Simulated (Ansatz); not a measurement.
Two structures of CH4NO, doublet, reached by relaxing down either side of one saddle point (PBE0-D4/def2-TZVP). Energies are electronic, without zero-point energy. Computed with Ansatz 0.2.0 (basis: def2-TZVPP and def2-QZVPP); correlated methods freeze the cores; orbitals are unrestricted. Extrapolation: Hartree–Fock as exp(−7.88 √X), correlation as X^−2.97. First:

O1  (-1.203, -0.777, 0.038)
C2  (-0.633, -0.797, -1.018)
N3  (1.078, 1.079, 0.990)
H4  (0.307, -0.239, -1.180)
H5  (-1.028, -1.377, -1.875)
H6  (0.203, 0.568, 1.162)
H7  (1.275, 1.543, 1.883)
(Å)

Second:

| atom | x (Å) | y (Å) | z (Å) |
| --- | --- | --- | --- |
| O1 | -0.5957 | 0.2589 | 0.0997 |
| C2 | -0.4003 | -0.6677 | -0.8653 |
| N3 | 0.6200 | 0.5229 | 0.7856 |
| H4 | 0.5987 | -0.7599 | -1.2719 |
| H5 | -1.2954 | -0.8584 | -1.4410 |
| H6 | 0.5413 | 0.0008 | 1.6570 |
| H7 | 0.5315 | 1.5035 | 1.0359 |

Task: Which bonds change from the first to the second?

Result: CH₂O ([CH2][O]) + NH₂ → CH₄NO ([CH2][O][NH2]); bonds formed: O1–N3.

Task: Give the saddle point's structure and its height above each. (Judge from chemistry; the value comes from the calculation.)

Result: By the calculation: 126.4 kJ/mol above the first and 42.4 kJ/mol above the second (CCSD(T) at an estimated basis limit (MP2 extrapolated from triple and quadruple zeta, plus CCSD(T) − MP2 in triple zeta)).
```
7
angstrom
O -0.5811 -0.2314 0.2728
C -0.4416 -0.6659 -0.9161
N 0.7129 0.7435 0.7890
H 0.4250 -1.2699 -1.1890
H -1.1390 -0.3379 -1.6896
H 0.8966 0.2341 1.6538
H 0.1272 1.5275 1.0790
```

The T1 diagnostic stays at or below 0.040. ⟨S²⟩ of the unrestricted Hartree–Fock references: 0.76 to 1.04 (a pure state has 0.75). The unrestricted reference is spin-contaminated, which hurts MP2 most.

Labels in which every atom is bracketed show which atoms are joined, not bond orders.

For scale, one of the runs: CCSD(T)/def2-TZVPP, 149 basis functions, launched by `ansatz run in.yaml --threads 2 --pin off --events-out ev --progress --plain --max-ram 4352MiB`. The run took 81 s on 2 CPU threads of an Arm Neoverse V2 (shared host), with 2.4 GiB of host memory at its peak.
